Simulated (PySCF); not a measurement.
Start geometry of `Cl[c-]1cccc1` from GFN2-xTB (Å):
```
atom  x, y, z in Å
Cl1    2.7726   -0.4850    0.4188
C2     1.0650   -0.1856    0.1593
C3     0.0809   -1.1651    0.1626
C4    -1.1239   -0.5054   -0.0798
C5    -0.8638    0.8545   -0.2268
C6     0.5072    1.0636   -0.0780
H7     0.2275   -2.2229    0.3215
H8    -2.0953   -0.9791   -0.1419
H9    -1.5971    1.6263   -0.4237
H10    1.0358    2.0033   -0.1346
```

**Question.** What comes out of this run: PBE0-D3(BJ)/def2-SVP geometry optimisation, gas phase (PySCF)?

**Answer.** 
```
atom  x, y, z in Å
Cl1    3.9874   -0.2348    0.8485
C2     2.2702    0.0642    0.5873
C3     1.2733   -0.9263    0.5894
C4     0.0514   -0.2592    0.3434
C5     0.3136    1.1186    0.1948
C6     1.7034    1.3277    0.3467
H7     1.4310   -1.9943    0.7513
H8    -0.9309   -0.7373    0.2798
H9    -0.4286    1.8978   -0.0041
H10    2.2463    2.2731    0.2919
```

The energy falls by 1.2 kcal/mol over 5 energy and gradient evaluations, the largest force component goes from 0.0166 to 3.8e-04 Eh/bohr, and the atoms move by 0.022 Å rms after alignment. Among the bonds, C3–C4, C4–C5 and C5–C6 change most and about equally (+0.018 to +0.019 Å). Bonds longer at the end by more than 0.005 Å: 10 of 10; shorter: 0. Rotational constants go from 9042, 2057, 1676 to 8840, 2017, 1642 MHz. The orientation of the end geometry is arbitrary; only internal coordinates are fixed.

The run used 108 basis functions and 31 SCF cycles in all. Time: 19 s. Hardware: an Arm Neoverse V1 with one thread, no GPU, shared host.

Whether it is a minimum is left open (no frequencies). The geometry's basis has no diffuse functions, a weakness for an anion.
